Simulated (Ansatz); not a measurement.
# A workflow on Si2H6O (disilanol)

Wanted: a series of 18 runs (HF/STO-3G, UHF/STO-3G, HF/3-21G, UHF/3-21G, HF/6-31G*, UHF/6-31G*, B3LYP/6-31G*, PBE/def2-SVP, and more) of H6OSi2. 

Program for the calculation: Ansatz 0.2.0.

## (1) The structure to begin with

Si2H6O: 9 atoms, total charge 0, spin state singlet. As SMILES, `O[SiH2][SiH3]`. The shape is that of a PBE0-D4/def2-TZVP optimisation. This is one conformer, not always the lowest. The run starts from this shape.

Bond lengths: O1–Si2 1.654 Å, Si2–Si3 2.347 Å, O1–H4 0.958 Å, Si2–H5 1.493 Å, Si2–H6 1.484 Å, Si3–H7 1.489 Å, Si3–H8 1.491 Å, Si3–H9 1.488 Å. Some angles: O1–Si2–Si3 112.4°, O1–Si2–H5 111.3°, O1–Si2–H6 105.5°, Si3–Si2–H5 108.5°, Si3–Si2–H6 110.6°, Si2–O1–H4 117.6°, Si2–Si3–H7 110.0°, Si2–Si3–H8 110.1°, Si2–Si3–H9 111.4°, H5–Si2–H6 108.5°.

## (2) A geometry optimisation at HF/STO-3G (start density atoms) (run 1)

The input, molecule.yaml:

```yaml
crystal:
  periodic: [false, false, false]
  atoms:
    - {symbol: O, position_ang: [-1.609000, 1.039900, -0.762000]}
    - {symbol: Si, position_ang: [0.004800, 0.933100, -0.415900]}
    - {symbol: Si, position_ang: [0.544200, -1.038400, 0.738600]}
    - {symbol: H, position_ang: [-1.996600, 0.341400, -1.290800]}
    - {symbol: H, position_ang: [0.830600, 0.994500, -1.657800]}
    - {symbol: H, position_ang: [0.311400, 2.125200, 0.413000]}
    - {symbol: H, position_ang: [2.012900, -1.104800, 0.974500]}
    - {symbol: H, position_ang: [0.146200, -2.228200, -0.066200]}
    - {symbol: H, position_ang: [-0.156000, -1.109100, 2.049500]}
basis:
  gaussian:
    orbitals: STO-3G
output:
  orbitals: {seedname: orbitals}
relax:
  f_tol: 0.002
hamiltonian:
  xc: hf
```

Command:

```
$ ansatz run molecule.yaml --threads 1 --pin off --max-ram 3480MiB --events-out events.jsonl --progress --plain --runs-dir runs
```

Output, shortened:

```text
Warning: RAYON_NUM_THREADS=1 ignored (pool sized by the plan → 1); use --threads N
[...]
Functional definition: HF
  name "HF"
[...]
380 factors; integrals over basis functions are off by at most 1.2e-5 eV
[...]
mean field -17647.79126606 eV, -648.5443669252 hartree, gradient 3.4e-5 eV, S^2 0.000000; 0 other end points of the search recorded, 0 dependent functions left out
[...]
reference -17647.79126606 eV, -648.5443669252 hartree; 21, 21 occupied and 8, 8 virtual orbitals, 380 factors
relax step   1: F+E_penalty+E_count = -17647.79126606 eV  Δ(F+E_penalty+E_count) = +0.000e0 eV  max|allowed force component| = 2.360e0 eV/Å  Δτ_max = 0.0000 Å  (26 SCF iters, accepted)
[...]
relax step   4: F+E_penalty+E_count = -17648.20820917 eV  Δ(F+E_penalty+E_count) = +3.069e-2 eV  max|allowed force component| = 8.952e-1 eV/Å  Δτ_max = 0.1242 Å  (29 SCF iters, rejected (line search))
[...]
relax step   7: F+E_penalty+E_count = -17648.26188828 eV  Δ(F+E_penalty+E_count) = -2.977e-4 eV  max|allowed force component| = 1.126e-2 eV/Å  Δτ_max = 0.0309 Å  (23 SCF iters, accepted)
[...]
relax step  10: F+E_penalty+E_count = -17648.26192953 eV  Δ(F+E_penalty+E_count) = -4.386e-6 eV  max|allowed force component| = 1.097e-3 eV/Å  Δτ_max = 0.0050 Å  (24 SCF iters, accepted)
[...]
relax step  11: F+E_penalty+E_count = -17648.26193089 eV  Δ(F+E_penalty+E_count) = -1.358e-6 eV  max|allowed force component| = 8.754e-4 eV/Å  Δτ_max = 0.0027 Å  (24 SCF iters, accepted)
[...]
relax step  12: F+E_penalty+E_count = -17648.26193124 eV  Δ(F+E_penalty+E_count) = -3.550e-7 eV  max|allowed force component| = 1.560e-3 eV/Å  Δτ_max = 0.0034 Å  (24 SCF iters, accepted)
380 factors; integrals over basis functions are off by at most 1.5e-5 eV
[...]
mean field -17648.26193124 eV, -648.5616635516 hartree, gradient 1.4e-5 eV, S^2 0.000000; 1 other end points of the search recorded, 0 dependent functions left out
[...]
reference -17648.26193124 eV, -648.5616635516 hartree; 21, 21 occupied and 8, 8 virtual orbitals, 380 factors
Total energy: -17648.26193124 eV, -648.5616635516 hartree
Atom 0 at    -1.643301     1.036408    -0.720106 Å, force    -0.000404     0.000903     0.000348 eV/Å
Atom 1 at     0.009708     0.892819    -0.373248 Å, force    -0.000569     0.000439     0.001560 eV/Å
Atom 2 at     0.532407    -1.005842     0.721730 Å, force     0.000453    -0.000665    -0.001343 eV/Å
Atom 3 at    -1.869843     0.327346    -1.367534 Å, force     0.000128    -0.000606    -0.000290 eV/Å
Atom 4 at     0.756520     0.973041    -1.587287 Å, force     0.000450    -0.000220    -0.000014 eV/Å
Atom 5 at     0.331495     2.034817     0.413670 Å, force    -0.000103     0.000472    -0.000661 eV/Å
Atom 6 at     1.939749    -1.088903     0.917313 Å, force    -0.000180    -0.000383     0.000176 eV/Å
Atom 7 at     0.126588    -2.151655    -0.019244 Å, force     0.000348    -0.000394     0.000528 eV/Å
Atom 8 at    -0.094823    -1.064431     1.997606 Å, force    -0.000124     0.000454    -0.000304 eV/Å
Dipole moment:     0.168382    -0.202362    -0.107462 e Å
```

It took 3.3 s on 1 thread of AMD EPYC 9R45 (Zen 5), shared host; peak memory 0.1 GiB.

Step by step:

```
step  energy from the first frame kept (eV)  largest force (eV/Å)
   1                                 0.0000                2.4716
   2                                -0.3909                1.1135
   3                                -0.4476                0.7772
   4                                -0.4169                1.2538
   5                                -0.4694                0.1251
   6                                -0.4703                0.0211
   7                                -0.4706                0.0180
   8                                -0.4707                0.0045
   9                                -0.4707                0.0010
  10                                -0.4707                0.0013
  11                                -0.4707                0.0010
  12                                -0.4707                0.0017
```

After the run. Bond lengths: O1–Si2 1.695 Å, Si2–Si3 2.253 Å, O1–H4 0.987 Å, Si2–H5 1.428 Å, Si2–H6 1.424 Å, Si3–H7 1.423 Å, Si3–H8 1.424 Å, Si3–H9 1.423 Å. Some angles: O1–Si2–Si3 113.4°, O1–Si2–H5 109.4°, O1–Si2–H6 105.4°, Si3–Si2–H5 109.8°, Si3–Si2–H6 110.8°, Si2–O1–H4 107.3°, Si2–Si3–H7 110.2°, Si2–Si3–H8 111.0°, Si2–Si3–H9 111.6°, H5–Si2–H6 107.9°.

## (3) Vibrational wavenumbers at HF/STO-3G (start density atoms) (run 2)

The input, in.yaml:

```yaml
crystal:
  periodic: [false, false, false]
  atoms:
    - {symbol: O, position_ang: [-1.643301, 1.036408, -0.720106]}
    - {symbol: Si, position_ang: [0.009708, 0.892819, -0.373248]}
    - {symbol: Si, position_ang: [0.532407, -1.005842, 0.721730]}
    - {symbol: H, position_ang: [-1.869843, 0.327346, -1.367534]}
    - {symbol: H, position_ang: [0.756520, 0.973041, -1.587287]}
    - {symbol: H, position_ang: [0.331495, 2.034817, 0.413670]}
    - {symbol: H, position_ang: [1.939749, -1.088903, 0.917313]}
    - {symbol: H, position_ang: [0.126588, -2.151655, -0.019244]}
    - {symbol: H, position_ang: [-0.094823, -1.064431, 1.997606]}
basis:
  gaussian:
    orbitals: STO-3G
hamiltonian:
  xc: hf
phonons:
  temperatures: {t_min: 298.15, t_max: 298.15, t_step: 1}
```

Command:

```
$ ansatz run in.yaml --threads 1 --pin off --max-ram 3480MiB --events-out events.jsonl --progress --plain --runs-dir runs
```

Output, shortened:

```text
Warning: RAYON_NUM_THREADS=1 ignored (pool sized by the plan → 1); use --threads N
[... 2 set-up lines as earlier in the session ...]
[...]
384 factors; integrals over basis functions are off by at most 7.8e-6 eV
[...]
mean field -17648.26195145 eV, -648.5616642943 hartree, gradient 2.8e-5 eV, S^2 0.000000; 0 other end points of the search recorded, 0 dependent functions left out
[...]
reference -17648.26195145 eV, -648.5616642943 hartree; 21, 21 occupied and 8, 8 virtual orbitals, 384 factors
[...]
384 factors; integrals over basis functions are off by at most 7.8e-6 eV
[...]
mean field -17648.26182779 eV, -648.5616597497 hartree, gradient 1.8e-6 eV, S^2 0.000000; 0 other end points of the search recorded, 0 dependent functions left out
[...]
reference -17648.26182779 eV, -648.5616597497 hartree; 21, 21 occupied and 8, 8 virtual orbitals, 384 factors
[...]
384 factors; integrals over basis functions are off by at most 7.8e-6 eV
[...]
Atom 1 at     0.009708     0.892819    -0.373248 Å, force    -0.000541     0.000428     0.001535 eV/Å
Atom 2 at     0.532407    -1.005842     0.721730 Å, force     0.000456    -0.000681    -0.001347 eV/Å
Atom 3 at    -1.869843     0.327346    -1.367534 Å, force     0.000131    -0.000602    -0.000285 eV/Å
Atom 4 at     0.756520     0.973041    -1.587287 Å, force     0.000430    -0.000222     0.000008 eV/Å
Atom 5 at     0.331495     2.034817     0.413670 Å, force    -0.000101     0.000486    -0.000652 eV/Å
Atom 6 at     1.939749    -1.088903     0.917313 Å, force    -0.000203    -0.000382     0.000175 eV/Å
Atom 7 at     0.126588    -2.151655    -0.019244 Å, force     0.000356    -0.000378     0.000536 eV/Å
Atom 8 at    -0.094823    -1.064431     1.997606 Å, force    -0.000116     0.000455    -0.000309 eV/Å
Dipole moment:     0.168382    -0.202362    -0.107461 e Å
Vibrations: 77.35 225.00 266.60 528.83 576.73 686.34 747.23 916.42 954.74 1066.23 1172.67 1236.41 1243.15 1247.43 1341.99 2852.00 2860.41 2897.53 2908.33 2911.53 4241.46 cm⁻¹, zero-point energy 1.919176 eV
```

Wall time 11 s (1 thread of AMD EPYC 9R45 (Zen 5), shared host).

Runs 3 to 17 aren't shown in full; the table further down has their settings and results.

## (4) Vibrational wavenumbers at MP2/6-31G(d) (Cartesian functions, start density atoms) (run 18)

The input, in.yaml:

```yaml
basis:
  gaussian:
    orbitals: "6-31G*"
crystal:
  periodic: [false, false, false]
  atoms:
    - {symbol: O, position_ang: [-1.630231, 1.051750, -0.757000]}
    - {symbol: Si, position_ang: [0.011716, 0.931458, -0.417654]}
    - {symbol: Si, position_ang: [0.546402, -1.037829, 0.735617]}
    - {symbol: H, position_ang: [-2.008448, 0.339259, -1.295245]}
    - {symbol: H, position_ang: [0.838386, 0.993706, -1.658280]}
    - {symbol: H, position_ang: [0.320815, 2.118704, 0.413957]}
    - {symbol: H, position_ang: [2.013272, -1.102520, 0.981717]}
    - {symbol: H, position_ang: [0.155548, -2.233195, -0.063150]}
    - {symbol: H, position_ang: [-0.158961, -1.107731, 2.042939]}
correlation:
  method: mp2
phonons:
  temperatures: {t_min: 298.15, t_max: 298.15, t_step: 1}
```

Command:

```
$ ansatz run in.yaml --threads 1 --pin off --max-ram 3480MiB --events-out events.jsonl --progress --plain --runs-dir runs
```

Output, shortened:

```text
Warning: RAYON_NUM_THREADS=1 ignored (pool sized by the plan → 1); use --threads N
[... 2 set-up lines as earlier in the session ...]
[...]
684 factors; integrals over basis functions are off by at most 7.5e-4 eV
[...]
mean field -17856.27094924 eV, -656.2058539693 hartree, gradient 2.0e-6 eV, S^2 0.000000; 0 other end points of the search recorded, 0 dependent functions left out
11 core orbitals not correlated: weight in the atoms' cores, before any rotation towards them, 1.000 or more for the frozen orbitals, at most 0.000 for the correlated occupied ones
reference -17856.27094924 eV, -656.2058539693 hartree; 10, 10 occupied and 44, 44 virtual orbitals, 684 factors
second order -9.24488340 eV of doubles, -0.00000000 eV of singles
[...]
684 factors; integrals over basis functions are off by at most 7.5e-4 eV
[...]
Atom 1 at     0.011716     0.931458    -0.417654 Å, force     0.000834     0.001919    -0.000160 eV/Å
Atom 2 at     0.546402    -1.037829     0.735617 Å, force     0.000576    -0.000210     0.000551 eV/Å
Atom 3 at    -2.008448     0.339259    -1.295245 Å, force     0.000179    -0.000944     0.000327 eV/Å
Atom 4 at     0.838386     0.993706    -1.658280 Å, force    -0.000389    -0.001221     0.000347 eV/Å
Atom 5 at     0.320815     2.118704     0.413957 Å, force     0.000184    -0.000995     0.000514 eV/Å
Atom 6 at     2.013272    -1.102520     0.981717 Å, force    -0.000653     0.000311    -0.000359 eV/Å
Atom 7 at     0.155548    -2.233195    -0.063150 Å, force     0.000003     0.000672    -0.000145 eV/Å
Atom 8 at    -0.158961    -1.107731     2.042939 Å, force    -0.000263     0.000223    -0.000926 eV/Å
Dipole moment:     0.023340    -0.227625    -0.172033 e Å
Vibrations: 115.12 156.29 233.05 372.98 438.25 539.15 637.19 760.40 837.84 889.29 938.99 955.04 973.80 980.32 1000.02 2275.14 2289.05 2299.42 2309.08 2334.78 3828.93 cm⁻¹, zero-point energy 1.559976 eV
Checks for a lower state left out: cluster_reference
```

It took 39 s on 1 thread of AMD EPYC 9R45 (Zen 5), shared host; peak memory 0.14 GiB.

## (5) All runs side by side

```
run                                                    level         task  walk f tol  partner  energy (Eh)  dipole moment (D)  wall time
  1                          HF/STO-3G (start density atoms)     optimise       0.002     base  -648.561664               1.37      3.3 s
  2                          HF/STO-3G (start density atoms)  frequencies           –     base  -648.561664               1.37       11 s
  3                         UHF/STO-3G (start density atoms)       energy           –   cation  -648.330353                  –     0.19 s
  4                         UHF/STO-3G (start density atoms)     optimise           –   cation  -648.359972                  –      9.6 s
  5                           HF/3-21G (start density atoms)     optimise       0.002     base  -652.731125               1.44        3 s
  6                           HF/3-21G (start density atoms)  frequencies           –     base  -652.731125               1.44       10 s
  7                          UHF/3-21G (start density atoms)       energy           –   cation  -652.378585                  –     0.58 s
  8                          UHF/3-21G (start density atoms)     optimise           –   cation  -652.408636                  –      5.1 s
  9     HF/6-31G* (Cartesian functions, start density atoms)     optimise       0.002     base  -656.207074               1.37        6 s
 10     HF/6-31G* (Cartesian functions, start density atoms)  frequencies           –     base  -656.207074               1.37       26 s
 11    UHF/6-31G* (Cartesian functions, start density atoms)       energy           –   cation  -655.855443                  –     0.69 s
 12    UHF/6-31G* (Cartesian functions, start density atoms)     optimise           –   cation  -655.898146                  –      6.6 s
 13  B3LYP/6-31G* (Cartesian functions, start density atoms)     optimise       0.002     base  -657.840342               1.30      9.3 s
 14  B3LYP/6-31G* (Cartesian functions, start density atoms)  frequencies           –     base  -657.840342               1.30       46 s
 15                       PBE/def2-SVP (start density atoms)     optimise       0.002     base  -657.197256               1.18      8.4 s
 16                       PBE/def2-SVP (start density atoms)  frequencies           –     base  -657.197256               1.18       32 s
 17    MP2/6-31G* (Cartesian functions, start density atoms)     optimise       0.002     base  -656.545597               1.38      6.6 s
 18    MP2/6-31G* (Cartesian functions, start density atoms)  frequencies           –     base  -656.545597               1.38       39 s
```

## (6) Summary of results

| quantity | value |
| --- | --- |
| run 18, MP2/6-31G*: total energy | -656.54560 Eh |
| run 18, MP2/6-31G*: dipole moment (correlated density) | 1.38 D |
| run 18, MP2/6-31G*: correlation energy (11 core orbitals frozen) | -339.7 mEh |
| run 18, MP2/6-31G*: largest force on an atom | 0.002 eV/Å |
| run 18, MP2/6-31G*: lowest harmonic wavenumber | 115 cm⁻¹ |
| run 18, MP2/6-31G*: highest harmonic wavenumber | 3829 cm⁻¹ |
| run 18, MP2/6-31G*: zero-point energy | 150.5 kJ/mol |
| vertical ionisation energy (to the doublet cation), HF/STO-3G | 6.294 eV |
| vertical ionisation energy (to the doublet cation), HF/3-21G | 9.593 eV |
| vertical ionisation energy (to the doublet cation), HF/6-31G* | 9.568 eV |
| adiabatic ionisation energy (to the doublet cation, no zero-point term), HF/STO-3G | 5.488 eV |
| adiabatic ionisation energy (to the doublet cation, no zero-point term), HF/3-21G | 8.775 eV |
| adiabatic ionisation energy (to the doublet cation, no zero-point term), HF/6-31G* | 8.406 eV |

In words: At HF/STO-3G: removing an electron at fixed nuclei costs 6.29 eV (145 kcal/mol). In a minimal basis such a difference can be off by several eV, whatever the method. At HF/3-21G: the vertical ionisation energy comes to 9.59 eV (221 kcal/mol). At HF/6-31G*: removing an electron at fixed nuclei costs 9.57 eV (923 kJ/mol). At HF/STO-3G: the adiabatic ionisation energy (to the doublet cation, no zero-point term) is 5.49 eV (127 kcal/mol). At HF/3-21G: the adiabatic ionisation energy (to the doublet cation, no zero-point term) is 8.78 eV (847 kJ/mol). Totals of different functionals can't be ranked against each other. In runs 1, 2, 3, 4 the basis is minimal, so the values are rough. All runs together took 3.7 min, the longest 46 s.
